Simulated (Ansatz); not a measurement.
**CH4AlCl: one species, many methods**

An exercise on one series of results from a longer session: the logs are not shown, and one member is left open.

Method: functionals in def2-TZVPP, the program's frozen cores in correlated methods; program: Ansatz 0.2.0, Gaussian basis.

The runs, in order: LDA (SPW92), PBE-D4, revPBE-D4, BLYP-D4, r2SCAN-D4, B97M-V, PBE0-D4, B3LYP-D4, r2SCANh-D4, r2SCAN0-D4, HSE06-D4, BHLYP-D4, CAM-B3LYP-D4, LC-ωPBE, ωB97X-V, ωB97M-V, B2PLYP, PBE-QIDH; CCSD(T)/def2-SVP; CCSD(T)/def2-TZVPP; CCSD(T)/def2-QZVPP; extrapolation to the limit; RPA on PBE.

### Structure used throughout

The geometry comes from an earlier relaxation with PBE0-D4 in a triple-zeta def2 set; it is a stationary point, not always the lowest conformer.

SMILES `[CH3][AlH][Cl]`, 7 atoms, charge 0, spin multiplicity 1.

Atoms are counted from 1 here; the program's logs count them from 0.

Bond lengths: C1–Al2 1.938 Å, C1–H4 1.095 Å, C1–H5 1.091 Å, C1–H6 1.095 Å, Al2–Cl3 2.105 Å, Al2–H7 1.579 Å. Angles: Al2–C1–H4 110.5°, Al2–C1–H5 112.6°, Al2–C1–H6 110.6°, H4–C1–H5 108.2°, H4–C1–H6 106.5°, H5–C1–H6 108.2°, C1–Al2–Cl3 119.4°, C1–Al2–H7 124.6°, Cl3–Al2–H7 116.1°.

Set-up of the first run:

File in.yaml:

```yaml
crystal:
  periodic: [false, false, false]
  atoms:
    - {symbol: C, position_ang: [-0.712193, 0.523037, -0.285539]}
    - {symbol: Al, position_ang: [0.857129, -0.506653, 0.197563]}
    - {symbol: Cl, position_ang: [0.695712, -2.008132, 1.663909]}
    - {symbol: H, position_ang: [-0.538844, 1.590278, -0.112359]}
    - {symbol: H, position_ang: [-1.598412, 0.225680, 0.277738]}
    - {symbol: H, position_ang: [-0.932144, 0.413779, -1.352526]}
    - {symbol: H, position_ang: [2.289851, -0.305990, -0.434588]}
basis:
  gaussian: {orbitals: def2-TZVPP}
hamiltonian: {xc: lda}
output: {orbitals: {seedname: orbitals}}
```

On the command line:

```console
$ ansatz run in.yaml --threads 2 --pin off --events-out ev --progress --plain --max-ram 32768MiB --backend cpu
```

Among the steps run: LDA; PBE-D4 (GGA); revPBE-D4 (GGA); BLYP-D4 (GGA); r2SCAN-D4 (meta-GGA); B97M-V (meta-GGA); B3LYP-D4 (hybrid); r2SCANh-D4 (hybrid); r2SCAN0-D4 (hybrid); HSE06-D4 (hybrid); BHLYP-D4 (hybrid); CAM-B3LYP-D4 (range-separated); LC-ωPBE (range-separated); ωB97X-V (range-separated); ωB97M-V (range-separated); B2PLYP (double hybrid); PBE-QIDH (double hybrid).

One of the session's tables, all rows but one given; the rest of the session is left out.

It belongs to the step «Orbital energies across the functionals». 

| functional | HOMO (eV) | gap (eV) |
| --- | --- | --- |
| LDA (SPW92) | -7.01 | 4.87 |
| PBE-D4 | -6.92 | 5.02 |
| revPBE-D4 | -6.88 | 5.10 |
| BLYP-D4 | -6.80 | 5.01 |
| r2SCAN-D4 | -7.23 | 5.68 |
| B97M-V | -7.31 | 5.57 |
| PBE0-D4 | -8.21 | 7.09 |
| B3LYP-D4 | -7.99 | 6.65 |
| r2SCANh-D4 | -7.70 | 6.41 |
| r2SCAN0-D4 | -8.41 | 7.49 |
| HSE06-D4 | ? | ? |
| BHLYP-D4 | -9.42 | 9.05 |
| CAM-B3LYP-D4 | -9.59 | 9.38 |
| LC-ωPBE | -10.98 | 11.88 |
| ωB97X-V | -10.61 | 11.38 |
| ωB97M-V | -10.42 | 10.90 |

Q: Estimate the row for HSE06-D4 from the others.

The run gave: HOMO (eV): -7.81; gap (eV): 6.32. In the column «HOMO (eV)» it lies between B3LYP-D4 (-7.99) and r2SCANh-D4 (-7.70).
